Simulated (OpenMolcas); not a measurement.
# One shape, several levels: doublet [BH3]+

We compute a comparison of 6 runs (UHF/6-31G, U-r2SCAN/6-31G, UB3LYP/6-31G, UM06-2X/6-31G, UPBE/6-31G, ROCCSD(T)/6-31G) of doublet [BH3]+. 

The calculation is run with OpenMolcas 26.06.

## (1) The structure to begin with

[BH3]+: 4 atoms, total charge +1, spin state doublet. As SMILES of the parent species, `B`. The shape is that of a PBE0-D4/def2-TZVP optimisation. That shape belongs to the parent species and isn't relaxed for this state.

Bond lengths: B1–H2 1.193 Å, B1–H3 1.193 Å, B1–H4 1.193 Å. Angles: H2–B1–H3 120.0°, H2–B1–H4 120.0°, H3–B1–H4 120.0°.

## (2) The energy at UHF/6-31G (run 1)

Contents of run.input:

```
&GATEWAY
 BasLib
 $CurrDir
 Coord
 4
 bohr
 B      0.02626719    -0.02853486    -0.00963760
 H      1.85608900     0.72130846     1.07487622
 H     -0.52194236    -2.21438107     0.08125822
 H     -1.25553404     1.40765699    -1.18466931
 Basis
 6-31G
 Group
 NoSym

&SEWARD

&SCF
 UHF
 Charge
 1
 Spin
 2
 Thresholds
 1e-10 1e-07 1e-07 1e-05
 PrOrbitals
 1 1
```

The basis set 6-31G is read from a file made from the Basis Set Exchange's data (not shown).

Run with:

```sh
$ export MOLCAS_MEM=1860
$ pymolcas run.input > run.log
```

Standard output:

```text
--- Start Module: gateway ---
[...]
--- Stop Module: gateway /rc=_RC_ALL_IS_WELL_ ---
--- Start Module: seward ---
[...]
      Basis functions           15
--- Stop Module: seward /rc=_RC_ALL_IS_WELL_ ---
--- Start Module: scf ---
[...]
       Convergence after  59 Iterations
[...]
::    Total SCF energy                                -25.9171059708
[...]
      Total spin, S                                     0.5120459472
[...]
      Total electronic charge=    7.000000
      Total            charge=    1.000000
[...]
      Dipole Moment (debye):
      Origin of the operator (angstrom)=    0.0139   -0.0151   -0.0051
                   X=  2.2630E-01               Y=  9.1119E-01               Z= -3.9374E-02           Total=  9.3970E-01
      Center of Charge (angstrom)
[...]
--- Stop Module: scf /rc=_RC_ALL_IS_WELL_ ---
[...]
```

It took 2.6 s on 1 thread of Arm Neoverse V1, shared host; peak memory 0.37 GiB.

## (3) A single-point energy at U-r2SCAN/6-31G (run 2)

Contents of run.input:

```
* BH3 Kohn-Sham DFT
>>> EXPORT MOLCAS_PRINT=2

&GATEWAY
  BasLib = $CurrDir
  Coord
  4
  bohr
  B      0.02626719    -0.02853486    -0.00963760
  H      1.85608900     0.72130846     1.07487622
  H     -0.52194236    -2.21438107     0.08125822
  H     -1.25553404     1.40765699    -1.18466931
  Basis = 6-31G
  Group = NoSym

&SEWARD
  GridInput
  Grid=UltraFine
  End of Grid

&SCF
  UHF
  Charge = 1
  Spin = 2
  KSDFT = 2
  1.0 MGGA_X_R2SCAN
  1.0 MGGA_C_R2SCAN
  Thresholds = 1e-10 1e-07 1e-07 1e-05
  PrOrbitals = 1 1
```

The basis set 6-31G is read from a file made from the Basis Set Exchange's data (not shown).

Run with:

```sh
$ export MOLCAS_MEM=1860
$ pymolcas run.input > run.log
```

Standard output:

```text
--- Start Module: gateway ---
[...]
--- Stop Module: gateway /rc=_RC_ALL_IS_WELL_ ---
--- Start Module: seward ---
[...]
      Basis functions           15
--- Stop Module: seward /rc=_RC_ALL_IS_WELL_ ---
--- Start Module: scf ---
[...]
       Convergence after  35 Iterations
[...]
::    Total KS-DFT energy                             -26.0900394357
[...]
      Total spin, S                                     0.5027801279
[...]
      Total electronic charge=    7.000000
      Total            charge=    1.000000
[...]
      Dipole Moment (debye):
      Origin of the operator (angstrom)=    0.0139   -0.0151   -0.0051
                   X=  5.4559E-01               Y=  2.2380E-01               Z=  3.2321E-01           Total=  6.7247E-01
      Center of Charge (angstrom)
[...]
--- Stop Module: scf /rc=_RC_ALL_IS_WELL_ ---
[...]
```

It took 17 s on 1 thread of Arm Neoverse V1, shared host; peak memory 0.37 GiB.

Runs 3 to 4 aren't shown in full; the table further down has their settings and results.

## (4) A single-point energy at UPBE/6-31G (run 5)

Contents of run.input:

```
&GATEWAY
BASLIB=$CurrDir
COORD
4
bohr
B      0.02626719    -0.02853486    -0.00963760
H      1.85608900     0.72130846     1.07487622
H     -0.52194236    -2.21438107     0.08125822
H     -1.25553404     1.40765699    -1.18466931
BASIS=6-31G
GROUP=NoSym
&SEWARD
GRIDINPUT
Grid=UltraFine
End of Grid
&SCF
UHF
CHARGE=1
SPIN=2
KSDFT=PBE
THRESHOLDS=1e-10 1e-07 1e-07 1e-05
PRORBITALS=1 1
```

The basis set 6-31G is read from a file made from the Basis Set Exchange's data (not shown).

Run with:

```sh
$ export MOLCAS_MEM=1860
$ pymolcas run.input > run.log
```

Standard output:

```text
--- Start Module: gateway ---
[...]
--- Stop Module: gateway /rc=_RC_ALL_IS_WELL_ ---
--- Start Module: seward ---
[...]
      Basis functions           15
--- Stop Module: seward /rc=_RC_ALL_IS_WELL_ ---
--- Start Module: scf ---
[...]
       Convergence after  35 Iterations
[...]
::    Total KS-DFT energy                             -26.0624453669
[...]
      Total spin, S                                     0.5013050783
[...]
      Total electronic charge=    7.000000
      Total            charge=    1.000000
[...]
      Dipole Moment (debye):
      Origin of the operator (angstrom)=    0.0139   -0.0151   -0.0051
                   X= -3.5159E-01               Y=  3.9468E-01               Z= -3.2254E-01           Total=  6.1921E-01
      Center of Charge (angstrom)
[...]
--- Stop Module: scf /rc=_RC_ALL_IS_WELL_ ---
[...]
```

It took 11 s on 1 thread of Arm Neoverse V1, shared host; peak memory 0.37 GiB.

## (5) The energy at ROCCSD(T)/6-31G (run 6)

Contents of run.inp:

```
>>> EXPORT MOLCAS_PRINT=2

&GATEWAY
  BasLib
  $CurrDir
  Coord
  4
  bohr
  B      0.02626719    -0.02853486    -0.00963760
  H      1.85608900     0.72130846     1.07487622
  H     -0.52194236    -2.21438107     0.08125822
  H     -1.25553404     1.40765699    -1.18466931
  Basis
  6-31G
  Group
  NoSym

&SEWARD

&SCF
  UHF
  Charge
  1
  Spin
  2
  Thresholds
  1e-10 1e-07 1e-07 1e-05
  PrOrbitals
  1 1

&RASSCF
  FileOrb
  $Project.UnaOrb
  Spin
  2
  Nactel
  1 0 0
  Inactive
  3
  Ras2
  1
  OutOrbitals
  Canonical
  OrbListing
  Nothing

&MOTRA
  JobIph
  Frozen
  1

&CCSDT
  CCT
  Triples
  3
  Iterations
  80
  Accuracy
  1e-08
  Extrapolation
  5 4
```

The basis set 6-31G is read from a file made from the Basis Set Exchange's data (not shown).

Run with:

```sh
$ export MOLCAS_MEM=1860
$ pymolcas run.inp > run.log
```

Standard output:

```text
--- Start Module: gateway ---
[...]
--- Stop Module: gateway /rc=_RC_ALL_IS_WELL_ ---
[...]
      Basis functions           15
[...]
       Convergence after  59 Iterations
[...]
::    Total SCF energy                                -25.9171059708
[...]
      Total spin, S                                     0.5120459472
[...]
      Number of active orbitals                  1
[...]
      Spin quantum number                      0.5
[...]
      Active orbitals                            1
[...]
      Number of CSFs                             1
[...]
      Number of root(s) required                 1
[...]
      Convergence after 24 iterations
[...]
      printout of CI-coefficients larger than  0.05 for root  1
      energy=     -25.913381
      conf/sym  1     Coeff  Weight
             1  u   1.00000 1.00000
      Natural orbitals and occupation numbers for root  1
      sym 1:   1.000000
      ************************************************************************************************************************
      *                                                    Final results                                                     *
[...]
::    RASSCF root number  1 Total energy:    -25.91338072
[...]
      Total electronic charge=    7.000000
      Total            charge=    1.000000
[...]
      Dipole Moment (debye):
      Origin of the operator (angstrom)=    0.0139   -0.0151   -0.0051
                   X= -7.9008E-01               Y=  8.8563E-01               Z= -7.2452E-01           Total=  1.3905E+00
      Center of Charge (angstrom)
[...]
--- Start Module: motra ---
[...]
      *** WARNING: Default frozen orbitals is overwritten by user input.
      *** Default values:   1
[...]
--- Stop Module: motra /rc=_RC_ALL_IS_WELL_ ---
--- Start Module: ccsdt ---
[...]
      Convergence after                    21  Iterations
      Total energy (diff) :     -25.97743460      -0.00000001
[...]
 METHOD                       : CCSD+T(CCSD)+<T3(1)WT1>+<T3(1)UT2> = CCSD(T)
[...]
       CCSD     =       -25.9774345960364
[...]
--- Stop Module: ccsdt /rc=_RC_ALL_IS_WELL_ ---
[...]
```

Run time: 3.9 s. Hardware: 1 thread of Arm Neoverse V1, shared host; peak memory 0.37 GiB.

## (6) The series

```csv
run,level,integration grid,frozen core orbitals,energy (Eh),HOMO energy (eV),LUMO energy (eV),⟨S²⟩,wall time
1,UHF/6-31G,–,–,-25.917106,-21.98,-11.58,0.774,2.6 s
2,U-r2SCAN/6-31G,UltraFine,–,-26.090039,-17.69,-17.05,0.756,17 s
3,UB3LYP/6-31G,UltraFine,–,-26.121905,-18.44,-16.69,0.756,12 s
4,UM06-2X/6-31G,UltraFine,–,-26.090824,-19.94,-15.20,0.756,14 s
5,UPBE/6-31G,UltraFine,–,-26.062445,-17.40,-17.34,0.753,11 s
6,ROCCSD(T)/6-31G,–,1,-25.978220,–,–,–,3.9 s
```

## (7) Summary of results

```
             quantity         value
  run 6: total energy  -25.97822 Eh
run 6: (T) correction     -0.79 mEh
```

In words: Totals of different functionals can't be ranked against each other. All runs together took 60 s, the longest 17 s.
